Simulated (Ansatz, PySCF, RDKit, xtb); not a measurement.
# Which structure has the formula C2H4F−?

Only the formula C2H4F− is given (charge -1). Aim: find the structure of lowest free energy at 298.15 K, then its properties.

Plan: many cheap relaxations first (GFN2-xTB), then density-functional screening, relaxation at BLYP-D3(BJ)/def2-SVPD, vibrations and a final energy. The numbers are computed, not measured.

3 further runs of the same task are left out: 3 set aside as unsound or not needed.

## 1. Possible bonding patterns

All bonding patterns within simple valence rules are listed by program: one Lewis structure each, at most two rings and one unusual centre or charged pair. O–O, O–halogen and N–halogen bonds and N–N–N chains are not drawn. That gives 2 candidates.

| label | SMILES | spin |
| --- | --- | --- |
| c348 | [CH2-]CF | singlet |
| c858 | C[CH-]F | singlet |

Candidates are built by distance geometry, with a force field where one applies, in up to four conformers (letters a to d). 2 starts with atoms placed at random are added, to find patterns that the rules miss.

Q: Predict the outcome of this search (final energies at CCSD(T)/def2-SVPD + MP2/def2-TZVPPD - MP2/def2-SVPD).

| quantity | value |
| --- | --- |
| lowest structure found | C[CH-]F, singlet, C1 |
| next finalist | C[CH-]F, triplet, 35.2 kcal/mol higher in G |
| share at equilibrium, among the finalists | 100.0 % |
| harmonic wavenumbers, lowest and highest (BLYP-D3(BJ)/def2-SVPD) | 272 and 2922 cm⁻¹ |
| rotational constants, same geometry | 1.23, 0.3044, 0.2636 cm⁻¹ |
| HOMO energy (PBE0/def2-TZVPD) | 1.15 eV |
| LUMO energy (PBE0/def2-TZVPD) | 4.48 eV |
| HOMO–LUMO gap (to an unbound level, set by the basis) (PBE0/def2-TZVPD) | 3.33 eV |
| lowest excitation (TD-B3LYP/def2-SVPD) | 2.70 eV (f = 0.016) |
| strongest of the states computed, same level | 4.62 eV (f = 0.082) |
| lowest triplet excitation, same level, Tamm-Dancoff | 2.50 eV |
| vertical detachment energy | 0.90 eV |
| vertical triplet less singlet | +2.25 eV |

`C[CH-]F` comes out lowest. The margin of 35.2 kcal/mol over the next finalist is beyond the usual error of the last level; it says nothing of structures that weren't ranked. r2SCAN-D4/def2-SVPD, BLYP-D3(BJ)/def2-SVPD, HF/def2-SVPD and MP2/def2-SVPD already put its bonding pattern lowest among the structures in one piece. A loose complex, C=C.[F-], lay -35.4 kcal/mol from the best structure in one piece at the screening level; it was neither relaxed nor ranked, and may be the true minimum. In an anion, excitations above the detachment energy lie in the continuum and hang on the basis, so they needn't be bound states. The search is not exhaustive (a finite list of starts, one conformer a finalist), so a lower isomer can't be ruled out. Patterns outside the rules of the enumeration were met only by chance.
